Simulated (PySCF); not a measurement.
Species: magnesium dihydride, MgH2.
Z-matrix (Å and degrees, PBE0-D3(BJ)/def2-SVP geometry), rows numbered from 1:
```
Mg
H   1  1.7052
H   1  1.7066  2  179.95
```

All values: CAM-B3LYP/def2-SVPD (PySCF, non-relativistic), on one gas-phase PBE0-D3(BJ)/def2-SVP geometry that isn't relaxed in the solvent. The solvent is an IEF-PCM continuum (cavity from Bondi-type radii × 1.2). Specific hydrogen bonds and non-electrostatic terms are outside this model.

Gas phase at CAM-B3LYP/def2-SVPD: HOMO -8.62 eV, LUMO -0.08 eV, dipole 0.00 D.

**Question.** What does the continuum do to the energy, the frontier levels and the dipole at CAM-B3LYP/def2-SVPD in cyclohexane and methanol?

**Answer.** 
| solvent | ε | E(solvent) − E(gas) (kcal/mol) | polarisation term (kcal/mol) | distortion of the solute (kcal/mol) | HOMO (eV) | LUMO (eV) | dipole (D) |
| --- | --- | --- | --- | --- | --- | --- | --- |
| cyclohexane | 2.017 | -4.78 | -5.23 | 0.45 | -8.60 | 0.19 | 0.00 |
| methanol | 32.61 | -12.32 | -15.27 | 2.95 | -8.71 | 0.50 | 0.00 |

The first energy column is the sum of the next two and covers electrostatics alone. From cyclohexane to methanol the lowering changes by a factor 2.57, Onsager's factor (ε − 1)/(2ε + 1) by 2.36 and ε itself by 16.2. Charge and dipole vanish, so a point-dipole model would give no lowering at all.

**Question.** How does the static polarisability (CAM-B3LYP/def2-SVPD, frozen core, with the continuum's full static response) change?

**Answer.** 
```csv
medium,isotropic (au),principal values (au),⟨r²⟩ of the electrons (bohr²)
gas,33.2,"30.9, 30.9, 37.8",53.8
cyclohexane,36.5,"33.9, 33.9, 41.8",54.4
methanol,42.4,"40.0, 40.0, 47.0",55.5
```

The isotropic value in methanol is 1.28 times the gas-phase one; no cavity-field correction is applied. ⟨r²⟩ is taken about the centre of nuclear charge.
